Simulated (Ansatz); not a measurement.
## [Cl···H···N], quartet along the distance Cl1-H2

Starting geometry:

```json
{"atom": "Cl", "x (Å)": "0.0000", "y (Å)": "0.0000", "z (Å)": "-1.4143"}
{"atom": "H", "x (Å)": "0.0000", "y (Å)": "0.0000", "z (Å)": "-0.1355"}
{"atom": "N", "x (Å)": "0.0000", "y (Å)": "0.0000", "z (Å)": "1.5497"}
```

From there H2 is moved from one fragment to the other while all else, the fragments' distance too, stays fixed; atoms are numbered as listed. Energies are in kJ/mol, counted from the starting geometry at the same level.

Basis cc-pVTZ; Ansatz 0.2.0. Only valence electrons are correlated (noble-gas cores frozen). R marks a restricted (for open shells ROHF) determinant, U an unrestricted one.

Full CI isn't at hand for all of this; UCCSDT(Q) serves as the reference, and is uncertain by about the last step of the cluster series.

| distance Cl1-H2 (Å) | UHF |
| --- | --- |
| 1.279 | 0.0 |
| 1.371 | 19.5 |
| 1.555 | 88.1 |
| 1.740 | 127.2 |
| 1.924 | 104.2 |

**Question.** Estimate the UCCSDT(Q) curve in cc-pVTZ from this one, knowing how UHF errs.

**Answer.** The computed UCCSDT(Q) values, in kJ/mol from the starting point, and the error of UHF against them:
```
distance Cl1-H2 (Å)  UCCSDT(Q)  UHF less UCCSDT(Q)
              1.279        0.0                 0.0
              1.371       12.3                 7.2
              1.555       62.5                25.6
              1.740       89.2                38.0
              1.924       88.7                15.5
```

The error spans 38.0 kJ/mol and is largest, 38.0 kJ/mol, at 1.740 Å.
